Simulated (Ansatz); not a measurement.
Reaction (SMILES): [O+]#[Si-] (O-Si) + 3 [H][H] (H2) → O (H2O) + [SiH4] (SiH4)
B3LYP-D3(BJ)/def2-TZVP geometries, fixed; electronic energies without zero-point terms.
Largest species:
```
Si
H 1 1.4803
H 1 1.4803 2 109.47
H 1 1.4803 2 109.47 3 -120.00
H 1 1.4803 2 109.47 4 -120.00
```
Charge 0, spin multiplicity 1.

Basis-set convergence of the energy of full hydrogenation at MP2 with Ansatz (a first-principles code). All functions are spherical. Cores are frozen. No added dispersion term, no relativity. Functions are those of the species that has most. Reference: Hartree-Fock in aug-cc-pV(Q+d)Z plus the correlation part extrapolated as X^-3 from aug-cc-pV(T+d)Z and aug-cc-pV(Q+d)Z, -35.09 kcal/mol, itself unsure by roughly 0.19 kcal/mol (a third of the extrapolation step and of the last Hartree-Fock step). Deviations are taken from unrounded values.

| basis | functions | energy of full hydrogenation (kcal/mol) | minus reference (kcal/mol) |
|---|---|---|---|
| pcseg-0 | 22 | 7.79 | 42.88 |
| pcseg-1 | 38 | -31.79 | 3.30 |
| aug-pcseg-1 | 63 | -35.42 | -0.34 |
| pcseg-2 | 90 | -34.98 | 0.11 |
| aug-pcseg-2 | 142 | -34.31 | 0.78 |
| pcseg-3 | 196 | -34.30 | 0.78 |
| aug-pcseg-3 | 285 | -34.35 | 0.74 |
| pcseg-4 | 349 | -34.50 | 0.59 |

The smallest set listed that lies within 4 kcal/mol of the reference with all its larger relatives (same family, alike in diffuse functions; a set with none counts only in the reference's own line) is pcseg-1 (38 functions, 3.30 kcal/mol off).
